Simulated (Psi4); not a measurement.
# One shape, several levels: SF2 (sulfur difluoride)

Aim: a comparison of 3 runs (HF/3-21G, r2SCANh/cc-pVQZ, OMP3/cc-pVDZ) of SF2 (sulfur difluoride). 

The calculation is run with Psi4 1.11.

2 further runs of the same task are left out: 1 that didn't finish, 1 set aside as unsound or not needed.

## 1. The molecule

SF2 has 3 atoms, charge 0, and is taken as a singlet. As SMILES, `FSF`. The coordinates come from a GFN2-xTB relaxation.

Bond lengths: F1–S2 1.632 Å, S2–F3 1.632 Å. Angles: F1–S2–F3 97.2°.

## 2. Energy and forces at HF/3-21G (run 1)

Contents of job.inp:

```
memory 1600 MB

molecule system {
  0 1
  F      0.454740     1.131520     0.375070
  S     -0.626960     0.131720    -0.328340
  F      0.172220    -1.263230    -0.046730
  symmetry c1
  no_reorient
  no_com
}

set basis 3-21G
set puream true
set e_convergence 1e-09
set d_convergence 1e-08
set scf_type pk

E, wfn = gradient('scf', return_wfn=True)
oeprop(wfn, 'MULLIKEN_CHARGES', 'LOWDIN_CHARGES', 'QUADRUPOLE')
```

Started as:

```sh
$ psi4 -n 1 job.inp job.out
```

job.out:

```text
[...]
  Running in c1 symmetry.
[...]
  Nuclear repulsion =  110.880898127985262
[...]
  Multiplicity = 1
[...]
  Nalpha       = 17
  Nbeta        = 17
[...]
    Number of basis functions: 31
[...]
   @RHF iter   1:  -593.23512356911397   -5.63879e-01   9.75252e-03 DIIS/ADIIS
[...]
   @RHF iter  11:  -593.28346886303882   -7.95808e-13   2.94980e-09 DIIS
[...]
  @RHF Final Energy:  -593.28346886303882
   => Energetics <=
    Nuclear Repulsion Energy =            110.8808981279852617
    One-Electron Energy =               -1044.9432358096364624
    Two-Electron Energy =                 340.7788688186124659
    Total Energy =                       -593.2834688630387063
[...]
  -Total Gradient:
     Atom            X                  Y                   Z
    ------   -----------------  -----------------  -----------------
       1       -0.009501272626    -0.009384800640    -0.006245782442
       2        0.016449354023    -0.003558957726     0.008603044246
       3       -0.006948081391     0.012943758366    -0.002357261805
[...]
 Multipole Moments:
 ------------------------------------------------------------------------------------
     Multipole            Electronic (a.u.)      Nuclear  (a.u.)        Total (a.u.)
 ------------------------------------------------------------------------------------
 L = 1.  Multiply by 2.5417464519 to convert [e a0] to [Debye]
 Dipole X            :          7.5661188           -8.2934788           -0.7273601
 Dipole Y            :         -1.5898906            1.7425732            0.1526825
 Dipole Z            :          3.9623749           -4.3433087           -0.3809339
 Magnitude           :                                                    0.8351498
 L = 2.  Multiply by 1.3450342976 to convert [e a0^2] to [Debye ang]
 Quadrupole XX       :        -45.7005672           30.0587070          -15.6418602
 Quadrupole XY       :         -5.1787809            4.8267036           -0.3520773
[...]
  Mulliken Charges: (a.u.)
   Center  Symbol    Alpha    Beta     Spin     Total
       1     F     4.72171  4.72171  0.00000 -0.44342
       2     S     7.55657  7.55657  0.00000  0.88686
       3     F     4.72172  4.72172  0.00000 -0.44345
   Total alpha = 17.00000, Total beta = 17.00000, Total charge = -0.00000
  Lowdin Charges: (a.u.)
   Center  Symbol    Alpha    Beta     Spin     Total
       1     F     4.66144  4.66144  0.00000 -0.32288
       2     S     7.67712  7.67712  0.00000  0.64575
       3     F     4.66144  4.66144  0.00000 -0.32287
[...]
```

Run time: 1.3 s. Hardware: 1 thread of INTEL XEON PLATINUM 8581C at 2.10GHz (Emerald Rapids), shared host; peak memory 0.18 GiB.

## 3. The charge distribution at r2SCANh/cc-pVQZ (density fitting, C-PCM acetonitrile) (run 2)

Contents of f2s.xyz:

```xyz
3
F2S
F      0.454740     1.131520     0.375070
S     -0.626960     0.131720    -0.328340
F      0.172220    -1.263230    -0.046730
```

Contents of f2s.py:

```python
import psi4

psi4.set_memory('1600 MB')
psi4.set_num_threads(1)
psi4.core.set_output_file('f2s.out', False)

with open('f2s.xyz') as f:
    atoms = ''.join(f.readlines()[2:])
molecule = psi4.geometry('0 1\n' + atoms + 'symmetry c1\nno_reorient\nno_com')

options = {'reference': 'rks', 'scf_type': 'df', 'pcm': True}
psi4.set_options(options)
psi4.pcm_helper("""
  Units = Angstrom
  Medium {
    SolverType = CPCM
    Solvent = Acetonitrile
  }
  Cavity {
    Type = GePol
    RadiiSet = UFF
    Scaling = False
    Area = 0.5
    Mode = Implicit
  }
""")

E, wfn = psi4.energy("r2scanh/cc-pVQZ", return_wfn=True)
psi4.oeprop(wfn, "MULLIKEN_CHARGES", "MBIS_CHARGES", "QUADRUPOLE", "WIBERG_LOWDIN_INDICES", "MAYER_INDICES", title="R2SCANH")
print('E =', round(E, 9))
```

Started as:

```sh
$ python f2s.py
```

f2s.out:

```text
[...]
  Running in c1 symmetry.
[...]
  Nuclear repulsion =  110.880898127985262
[...]
  Multiplicity = 1
[...]
  Nalpha       = 17
  Nbeta        = 17
[...]
    Number of basis functions: 169
[...]
   @DF-RKS iter   1:  -597.77439395718045   -2.36414e-01   2.54186e-03 DIIS/ADIIS
[...]
   @DF-RKS iter   7:  -597.82074173766819   -1.79894e-08   7.36647e-07 DIIS
[...]
    Orbital Energies [Eh]
    ---------------------
    Doubly Occupied:
       1A    -89.042235     2A    -24.708605     3A    -24.708517
       4A     -8.092054     5A     -6.018312     6A     -6.014298
       7A     -5.999305     8A     -1.257443     9A     -1.222008
      10A     -0.729359    11A     -0.551388    12A     -0.504277
      13A     -0.487013    14A     -0.443020    15A     -0.430227
      16A     -0.421495    17A     -0.243310
[...]
  @DF-RKS Final Energy:  -597.82074173766819
   => Energetics <=
    Nuclear Repulsion Energy =            110.8808981279852617
    One-Electron Energy =               -1048.6364661501133924
    Two-Electron Energy =                 381.8897432424917611
    DFT Exchange-Correlation Energy =     -41.9508664926712811
    Empirical Dispersion Energy =           0.0000000000000000
    VV10 Nonlocal Energy =                  0.0000000000000000
    PCM Polarization Energy =              -0.0040504653605939
    Total Energy =                       -597.8207417376681860
[...]
 Multipole Moments:
 ------------------------------------------------------------------------------------
     Multipole            Electronic (a.u.)      Nuclear  (a.u.)        Total (a.u.)
 ------------------------------------------------------------------------------------
 L = 1.  Multiply by 2.5417464519 to convert [e a0] to [Debye]
 Dipole X            :          7.7583868           -8.2934788           -0.5350920
 Dipole Y            :         -1.6303818            1.7425732            0.1121913
 Dipole Z            :          4.0630551           -4.3433087           -0.2802537
 Magnitude           :                                                    0.6143716
 L = 2.  Multiply by 1.3450342976 to convert [e a0^2] to [Debye ang]
 Quadrupole XX       :        -45.7495660           30.0587070          -15.6908590
 Quadrupole XY       :         -5.1297202            4.8267036           -0.3030166
[...]
  Mulliken Charges: (a.u.)
   Center  Symbol    Alpha    Beta     Spin     Total
       1     F     4.64322  4.64322  0.00000 -0.28644
       2     S     7.71358  7.71358  0.00000  0.57284
       3     F     4.64320  4.64320  0.00000 -0.28639
   Total alpha = 17.00000, Total beta = 17.00000, Total charge =  0.00000
[...]
```

Standard output:

```text
E = -597.820741738
```

Run time: 10 s. Hardware: 1 thread of INTEL XEON PLATINUM 8581C at 2.10GHz (Emerald Rapids), shared host; peak memory 1 GiB.

Atomic charges (e):

```
atom    MBIS  Mulliken
  F1  -0.196    -0.286
  S2  +0.392    +0.573
  F3  -0.196    -0.286
```

## 4. Energy and gradient at OMP3/cc-pVDZ (run 3)

Contents of run.py:

```python
import psi4

psi4.set_memory(1600000000)
psi4.set_num_threads(1)
psi4.core.set_output_file('psi4.out', False)

molecule = psi4.geometry("""
0 1
F
S 1 1.632318
F 2 1.632139 1 97.16102
symmetry c1
no_reorient
no_com
""")

options = {'basis': 'cc-pVDZ', 'reference': 'rhf', 'scf_type': 'pk', 'mp_type': 'conv'}
psi4.set_options(options)

e_tot, wfn = psi4.gradient("omp3", return_wfn=True)
print('gradient / Eh bohr^-1')
print(e_tot.np.round(6))
print(f'energy = {wfn.energy():.10f} Eh')
```

Started as:

```sh
$ python run.py
```

psi4.out:

```text
[...]
  Running in c1 symmetry.
[...]
  Nuclear repulsion =  110.880889473042345
[...]
  Multiplicity = 1
[...]
  Nalpha       = 17
  Nbeta        = 17
[...]
    Number of basis functions: 46
[...]
   @RHF iter   1:  -596.28182009954821   -5.46925e-01   7.55264e-03 DIIS/ADIIS
[...]
   @RHF iter  14:  -596.33255001547457    0.00000e+00   9.91409e-11 DIIS
[...]
    Orbital Energies [Eh]
    ---------------------
    Doubly Occupied:
       1A    -92.126480     2A    -26.340651     3A    -26.340605
       4A     -9.115454     5A     -6.796981     6A     -6.794963
       7A     -6.790017     8A     -1.652122     9A     -1.613601
      10A     -0.985023    11A     -0.746240    12A     -0.731538
      13A     -0.729644    14A     -0.687566    15A     -0.651825
      16A     -0.597329    17A     -0.407352
[...]
  @RHF Final Energy:  -596.33255001547457
   => Energetics <=
    Nuclear Repulsion Energy =            110.8808894730423447
    One-Electron Energy =               -1048.2120988641163422
    Two-Electron Energy =                 340.9986593755995159
    Total Energy =                       -596.3325500154744532
[...]
 Multipole Moments:
 ------------------------------------------------------------------------------------
     Multipole            Electronic (a.u.)      Nuclear  (a.u.)        Total (a.u.)
 ------------------------------------------------------------------------------------
 L = 1.  Multiply by 2.5417464519 to convert [e a0] to [Debye]
 Dipole X            :          0.0983353           -0.7096702           -0.6113349
 Dipole Y            :          0.0864410           -0.6261661           -0.5397251
 Dipole Z            :          0.0000000            0.0000000            0.0000000
 Magnitude           :                                                    0.8154959
[...]
	SCS-MP2 Total Energy (a.u.)        :  -596.83169741260190
	SOS-MP2 Total Energy (a.u.)        :  -596.82347709718567
[...]
	MP3 Total Energy (a.u.)            :  -596.85685591812307
[...]
	SCS-OMP3 Total Energy (a.u.)       :  -596.83822784988854
	SOS-OMP3 Total Energy (a.u.)       :  -596.82953167366531
[...]
	OMP3 Total Energy (a.u.)           :  -596.85685591812307
[...]
```

Standard output:

```text
gradient / Eh bohr^-1
[[ 0.001676 -0.00361   0.      ]
 [ 0.001797  0.001484 -0.      ]
 [-0.003473  0.002125 -0.      ]]
energy = -596.8568559181 Eh
```

Run time: 11 s. Hardware: 1 thread of INTEL XEON PLATINUM 8581C at 2.10GHz (Emerald Rapids), shared host; peak memory 0.34 GiB.

## 5. All runs side by side

```
run                                                  level        task  integrals  energy (Eh)  dipole moment (D)  HOMO energy (eV)  LUMO energy (eV)  wall time
  1                                               HF/3-21G    gradient         pk  -593.283469               2.12            -11.14              2.87      1.3 s
  2  r2SCANh/cc-pVQZ (density fitting, C-PCM acetonitrile)  properties         df  -597.820742               1.56             -6.62             -2.30       10 s
  3                                           OMP3/cc-pVDZ    gradient         pk  -596.856856                  –            -11.08              2.43       11 s
```

## 6. Results

| quantity | value |
| --- | --- |
| run 3: total energy | -596.85686 Eh |
| run 3: HOMO energy (Hartree–Fock orbitals) | -11.08 eV |
| run 3: LUMO energy (Hartree–Fock orbitals) | 2.43 eV |
| run 3: HOMO–LUMO gap (Hartree–Fock orbitals) | 13.52 eV |
| run 3: correlation energy | -524.3 mEh |
| run 3: largest force on an atom | 0.209 eV/Å |

All runs together took 23 s, the longest 11 s.
